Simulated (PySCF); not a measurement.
# Solvent effects on NMR parameters

Molfile (atoms numbered from 1):
```
CH4AlF
     RDKit          3D

  7  6  0  0  0  0  0  0  0  0999 V2000
   -0.8706   -0.1544    0.1905 C   0  0  0  0  0  0  0  0  0  0  0  0
    0.9838    0.2577   -0.2067 Al  0  0  0  0  0  3  0  0  0  0  0  0
    1.9896   -1.0050   -0.6402 F   0  0  0  0  0  0  0  0  0  0  0  0
   -1.4588    0.7417    0.4433 H   0  0  0  0  0  0  0  0  0  0  0  0
   -1.3520   -0.6416   -0.6745 H   0  0  0  0  0  0  0  0  0  0  0  0
   -0.9512   -0.8620    1.0327 H   0  0  0  0  0  0  0  0  0  0  0  0
    1.6674    1.6851   -0.1732 H   0  0  0  0  0  0  0  0  0  0  0  0
  1  2  1  0
  2  3  1  0
  1  4  1  0
  1  5  1  0
  1  6  1  0
  2  7  1  0
M  END
```

GIAO PBE0/pcSseg-1 in PySCF 2.14 on one PBE0-D3(BJ)/def2-SVP conformer, non-relativistic, equivalent nuclei averaged. Solvents enter as an IEF-PCM continuum (chloroform with ε = 4.7) around the gas-phase geometry. Shifts are referred to TMS, AlH4-, CFCl3 computed in the same medium.

Gas phase, δ in ppm: C1 -9.8, Al2 127.4, F3 -122.9, H7 4.77, H4/H5/H6 -0.23. Dipole moment 1.92 D.

Problem. How does each δ change in the continuum?

Solution. 
```
   atoms                               environment  Δδ, chloroform
      C1                methyl carbon bonded to Al            -0.3
     Al2               aluminium bonded to C, F, H           -17.3
      F3                     fluorine bonded to Al           -15.2
      H7   hydrogen on an aluminium bonded to C, F           -0.29
H4/H5/H6  hydrogen on a methyl carbon bonded to Al            0.00
```

Changes are relative to the gas phase. The dipole moment becomes 2.13 D in chloroform.

Problem. Which of the listed nuclei move most (in ppm), and what does the model miss?

Solution. Al2 (aluminium bonded to C, F, H, -17.3 ppm) in chloroform. A continuum only polarises the solute; specific hydrogen bonds, the anisotropy of aromatic solvents and changes of geometry or conformer are outside it.
